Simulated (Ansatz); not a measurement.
## A cut through the energy surface

CH5AlMg, closed shell, at its PBE0-D4/def2-TZVP minimum:

```
8
angstrom
Mg -1.5848 0.8099 -0.7160
C 0.1790 0.6074 0.3806
Al 1.0534 -1.0802 0.2437
H -3.0296 1.0269 -1.5925
H -0.1505 0.8388 1.4020
H 0.7883 1.4386 0.0022
H 2.0914 -1.3607 -0.9336
H 0.6527 -2.2806 1.2135
```

The bond length Al3–H7 (1.594 Å at the minimum) is set to the values below, the two halves moving rigidly along the bond. Each method's energies count from its own value at the PBE0-D4 minimum structure. Ansatz 0.2.0; basis: def2-TZVPP; cores frozen in the correlated methods. The outer core shell of Li, Na, Mg and K is correlated. The def2 sets are not built for correlating such inner shells, so the correlated values are less sure here.

CCSD(T) energies along the scan:
```csv
bond length (Å),CCSD(T) (eV)
1.435,0.194
1.467,0.117
1.514,0.042
1.569,0.003
1.629,0.009
1.695,0.062
1.764,0.156
1.837,0.288
1.913,0.451
```
They count from the CCSD(T) energy at the PBE0-D4 minimum.

Minimum and curvature along this coordinate at CCSD(T): A fifth-order fit through the nearest points gives 1.590 Å, with a curvature of about 13 eV/Å².

Q: Treat the two halves as rigid bodies and work out the harmonic wavenumber of this stretch from that curvature (ν̃ = 521.5 √(k/μ) cm⁻¹ with k in eV/Å² and μ in u).

A: The halves weigh 67.33 and 1.01 u, so μ = 67.33 × 1.01/68.34 = 0.995 u and ν̃ = 521.5 √(13/0.995) ≈ 1900 cm⁻¹. A true normal mode mixes in other motions, so this is a guide only.

Largest difference from the CCSD(T) curve over the scan: PBE-D4 0.063; r2SCAN-D4 0.012; MP2 0.036 eV. Each curve counts from its own value at the minimum.

No T1 diagnostic of these runs exceeds 0.010.

For scale, one of the runs: CCSD(T)/def2-TZVPP, 175 basis functions (an equivalent command: `ansatz run in.yaml --threads 2`). The run took 35 s on 2 CPU threads (shared host), with 1.6 GiB of host memory at its peak.
